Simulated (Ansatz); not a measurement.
LaOBiS2 (P4/nmm, No. 129; cell taken from a computed entry), treated with HSE06 in Ansatz (PAW).

Run with plane-wave cutoff 460 eV, 6×6×2 k mesh (along the axes of the cell as run), Fermi–Dirac smearing 0.01 eV, scalar-relativistic PAW data made under PBE.

Cell (relaxed with PBEsol):

```
BiLaOS2
1.0
    4.00295     0.00000     0.00000
    0.00000     4.00295     0.00000
    0.00000     0.00000    13.91788
La Bi S O
2 2 4 2
Cartesian
  2.00147   0.00000   8.20389
  0.00000   2.00147   5.71398
  0.00000   2.00147  12.10909
  2.00147   0.00000   1.80878
  2.00147   0.00000  12.43732
  0.00000   2.00147   1.48056
  0.00000   2.00147   9.60959
  2.00147   0.00000   4.30828
  0.00000   0.00000   6.95894
  2.00147   2.00147   6.95894
```

Predict the band gap and direct gap at Γ.


* **band gap**: 1.21 eV
* **direct gap at Γ**: 4.79 eV

Note: cell and atoms aren't relaxed at this level (largest force component 0.38 eV/Å, pressure 1.7 GPa); the cell has widely spaced layers and the level no dispersion term, so their spacing and the moduli can rest on weak binding.

Spin–orbit coupling is not included; with these elements it can move the gap by several tenths of an eV or more.

Computed values are for the static lattice.

Ansatz is an electronic-structure program.
